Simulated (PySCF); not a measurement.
# Mayer bond orders and bond lengths

Compound: C3H5S (charge -1).
Numbering: `[CH2:1]=[CH:2][CH2:3][S-:4]` (hydrogens: H5, H6 on C1; H7 on C2; H8, H9 on C3)

Cartesian coordinates in Å at the PBE0-D3(BJ)/def2-SVP level; atoms count from 1:
```xyz
9
C3H5S angstrom
C      1.564    0.053   -0.204
C      0.366   -0.292    0.295
C     -0.973    0.150   -0.186
S     -1.809    1.043    1.164
H      1.643    0.711   -1.078
H      2.502   -0.261    0.268
H      0.321   -0.922    1.195
H     -1.550   -0.746   -0.504
H     -0.842    0.764   -1.101
```

Bond orders from the PBE0/pcSseg-1 density (PySCF). One conformer (not necessarily the lowest) at the PBE0-D3(BJ)/def2-SVP geometry, without solvent, vibrations or thermal averaging. The pcSseg-1 basis has no diffuse functions, a weakness for an anion. The HOMO energy is positive at this level (+0.45 eV), so the outermost electrons may be held by the finite basis alone.

Problem. How far do the computed orders between heavy atoms stray from the drawn ones?

Solution. The largest departure is 0.103, at C1–C2 (drawn double, 1.897).

Problem. Give the Mayer order of every bond, beside its length.

Solution. 
```json
{"bond": "C1–C2", "drawn as": "double", "length (Å)": "1.343", "Mayer order": "1.897"}
{"bond": "C2–C3", "drawn as": "single", "length (Å)": "1.491", "Mayer order": "1.019"}
{"bond": "C3–S4", "drawn as": "single", "length (Å)": "1.821", "Mayer order": "1.043"}
{"bond": "C1–H5", "drawn as": "single", "length (Å)": "1.097", "Mayer order": "0.952"}
{"bond": "C1–H6", "drawn as": "single", "length (Å)": "1.096", "Mayer order": "0.959"}
{"bond": "C2–H7", "drawn as": "single", "length (Å)": "1.099", "Mayer order": "0.952"}
{"bond": "C3–H8", "drawn as": "single", "length (Å)": "1.113", "Mayer order": "0.932"}
{"bond": "C3–H9", "drawn as": "single", "length (Å)": "1.110", "Mayer order": "0.943"}
```

Bonds between the same two heavy elements. C–C: lowest C2–C3 (1.019, 1.491 Å), highest C1–C2 (1.897, 1.343 Å).

Problem. Sum the orders of all bonds at each heavy atom with more than one neighbour and set the sums beside the valence in the SMILES.

Solution. C1 3.808 (drawn 4), C2 3.868 (drawn 4), C3 3.937 (drawn 4). Orders between atoms that aren't bonded are not in these sums.

The Mayer order sums products of elements of PS (density times overlap matrix) between the two atoms' basis functions, so it depends on the basis set.
